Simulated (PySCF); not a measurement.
Species: C₃H₇O, net charge -1, singlet state. It need not be the lowest isomer of its formula. Whether it binds its extra electron was not tested at this geometry. 
Geometry from a B3LYP-D3(BJ)/def2-TZVP (Ansatz) optimisation:
```xyz
11

O      0.0451    -0.7633    -0.0003
C      0.0255     0.6240     0.0001
C      1.3988    -1.3851    -0.0046
C     -1.4189     1.1230     0.0046
H      0.5643     1.0281     0.8809
H      0.5589     1.0285    -0.8837
H      1.9175    -0.9216    -0.8828
H      1.9228    -0.9221     0.8707
H     -1.9484     0.7524    -0.8771
H     -1.9431     0.7520     0.8893
H     -1.4651     2.2178     0.0050
```
Charge -1, spin multiplicity 1.

Dispersion corrections to the total energy (kcal/mol) from the dftd3 and dftd4 libraries through PySCF: D3(BJ) without and D4 with the three-body term, each with the damping fitted for the functional named.

```json
[
 {"functional": "BLYP", "D3(BJ)": "-7.92", "D4": "-9.97"},
 {"functional": "PBE", "D3(BJ)": "?", "D4": "-4.38"},
 {"functional": "PW6B95", "D3(BJ)": "?", "D4": "-3.74"},
 {"functional": "B2GP-PLYP", "D3(BJ)": "-1.91", "D4": "-1.80"},
 {"functional": "B2PLYP", "D3(BJ)": "-2.81", "D4": "-3.05"},
 {"functional": "BP86", "D3(BJ)": "-5.57", "D4": "-5.56"},
 {"functional": "TPSSh", "D3(BJ)": "-4.28", "D4": "?"}
]
```

Task: Some entries are withheld; supply them.

Result: 
- PBE, D3(BJ): -3.88
- PW6B95, D3(BJ): -1.66
- TPSSh, D4: -5.40
